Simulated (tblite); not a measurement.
Compound: C5H9 (doublet state).
Geometry (GFN2-xTB, Å), atoms numbered from 1 in this order:
```
atom  x, y, z in Å
C1    -1.9994   -0.0346    0.3291
C2    -1.1161    0.9744   -0.2680
C3     0.1981    0.3663   -0.8350
C4     1.0324   -0.2046    0.2617
C5     2.2150    0.2594    0.6203
H6    -2.3832   -0.8333   -0.2766
H7    -2.1976   -0.0533    1.3819
H8    -1.6164    1.4584   -1.1172
H9    -0.8579    1.7426    0.4622
H10   -0.0659   -0.4202   -1.5460
H11    0.7498    1.1457   -1.3635
H12    0.5879   -1.0405    0.7869
H13    2.7805   -0.1763    1.4261
H14    2.6720    1.0956    0.1161
```

Computed values, GFN2-xTB/tblite, gas phase, harmonic and unscaled. Errors from tens to a few hundred cm⁻¹ against measured bands are possible. One conformer, not necessarily the lowest. Open shells enter through the occupations alone, without spin polarisation, and single modes of such species can be off by tens of per cent.

Harmonic wavenumbers (cm⁻¹): 58.2, 100.4, 120.0, 252.3, 360.0, 434.5, 506.8, 647.6, 800.7, 882.3, 889.3, 904.3, 976.0, 1021.3, 1067.0, 1080.5, 1149.6, 1193.1, 1221.1, 1273.6, 1297.5, 1312.1, 1402.5, 1416.0, 1464.9, 1472.3, 1716.7, 2876.7, 2963.6, 2982.0, 2992.2, 3054.5, 3096.0, 3124.1, 3132.7, 3176.9.

A = 11816, B = 2805, C = 2569 MHz; mass 69.070 u (most abundant isotopes); point group C1, symmetry number 1; spin multiplicity 2.

What is the zero-point energy?

Half the sum of the wavenumbers: 26210 cm⁻¹ = 313.54 kJ/mol.

Entropy at 273.15 K, 1 bar (ideal gas, RRHO, classical rotation)?

Translation 159.85, rotation 106.59, vibration 64.97, spin (R ln 2) 5.76: S = 337.2 J/(mol K).

And Cp and H(273.15 K) − H(0)?

Cp = 100.58 J/(mol K), of which vibrations give 67.32 (their classical limit is 36 R = 299.3); H(273.15 K) − H(0) = 18.35 kJ/mol without the zero-point energy, 9.27 from vibrations.

Which modes carry the vibrational entropy at 273.15 K?

58.2 cm⁻¹: 18.18; 100.4 cm⁻¹: 13.71; 120.0 cm⁻¹: 12.27; 252.3 cm⁻¹: 6.54; 360.0 cm⁻¹: 4.14; 434.5 cm⁻¹: 3.04 J/(mol K); the other 30 give 7.11 together.

Blend soft modes into free rotors: weight 1/[1 + (100 cm⁻¹/ν̃)⁴] for the oscillator and the rest for a rotor with moment μB/(μ + B), μ = h/(8π²ν), B = 10⁻⁴⁴ kg m². What vibrational entropy results?

59.59 J/(mol K) in place of 64.97, which changes −T·S at 273.15 K by +1.47 kJ/mol.

How do the functions run with temperature in this model?

```tsv
T (K)	S (J/(mol K))	Cp (J/(mol K))	H − H(0) (kJ/mol)	G − H(0) (kJ/mol)	ln q(vib)
50	223.8	47.9	1.94	-9.25	0.30
100	261.0	60.0	4.66	-21.44	1.07
298.15	346.3	107.7	20.95	-82.29	4.11
373.15	372.8	129.1	29.84	-109.26	5.23
500	415.3	161.8	48.35	-159.28	7.16
750	490.5	209.0	95.12	-272.73	10.96
1000	555.2	240.9	151.58	-403.63	14.62
```

q(vib) and H(0) count from the zero-point level.

What must be added to the electronic energy to get the Gibbs energy at 273.15 K and 1 bar?

ZPE + [H(273.15 K) − H(0)] − T·S = 313.54 + 18.35 − 92.10 = 239.79 kJ/mol.

Hindered rotation and anharmonicity are outside this model. Other conformers, if any are populated, would add a mixing term that is left out. The structure is chiral; the term R ln 2 for an equal mix with its mirror image is left out.
